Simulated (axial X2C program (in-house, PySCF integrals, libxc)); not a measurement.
**Linear PSH at several levels**

An exercise on one series of results from a longer session: the logs are not shown, and one member is left open.

Computed with an in-house X2C program for linear molecules on PySCF integrals. Level: all-electron X2C, two-component (2c) or spin-free, P dyall-v3z, S dyall-av3z, H dyall-v3z.

All values are calculated.

2 further runs of the same task are left out: 2 set aside as unsound or not needed.

Set-up of the first run:

Input file task.json:

```json
{
 "zs": [
  15,
  16,
  1
 ],
 "q": 0,
 "bas": [
  "dyall-v3z",
  "dyall-av3z",
  "dyall-v3z"
 ],
 "r0": [
  2.14,
  1.34
 ],
 "symm": 0,
 "scan": [
  "PBE0",
  "HF",
  "PBE"
 ],
 "levels": [
  "PBE0",
  "HF",
  "r2SCAN"
 ],
 "nst": 2
}
```

Keys: zs atomic numbers; q charge; bas basis sets; r0 starting distance in Å; symm equal bonds; scan levels of the two-bond scan (MP2 follows by itself at each HF point); levels methods; nst determinants followed.

Command:

```console
$ python solin.py task.json out
```

Masses P 30.974, S 31.972, H 1.008 u.

Among the steps run: Scan at PBE0, 2c; Scan at HF, 2c; Scan at PBE, 2c.

One table of the session follows, with a row left open; its other results are not shown here.

```
          level  r(P–S) (Å)  r(S–H) (Å)  lower stretch (cm⁻¹)  upper stretch (cm⁻¹)
       PBE0, 2c       2.042       1.337                 557.1                2746.3
         HF, 2c       2.074       1.321                 524.6                2883.5
        PBE, 2c           ?           ?                     ?                     ?
        MP2, 2c       2.052       1.333                 554.0                2774.5
PBE0, spin-free       2.042       1.337                 557.3                2747.3
  HF, spin-free       2.074       1.321                 524.9                2884.4
 PBE, spin-free       2.058       1.348                 536.7                2648.3
 MP2, spin-free       2.052       1.333                 554.1                2775.3
```

**Question.** Estimate the row for PBE, 2c.

**Answer.** r(P–S) (Å): 2.058; r(S–H) (Å): 1.348; lower stretch (cm⁻¹): 536.5; upper stretch (cm⁻¹): 2647.2.

Scans not shown above were run alike.

MP2 freezes inner shells (threshold -2 hartree). The molecule was held linear; bending was not examined, so a bent shape may lie lower. Open-shell Ω = 0 determinants with evenly filled partner blocks cannot be reached by this program, so the Ω shown need not be the lowest component. Note: several unpaired electrons, one determinant need not be a pure state.
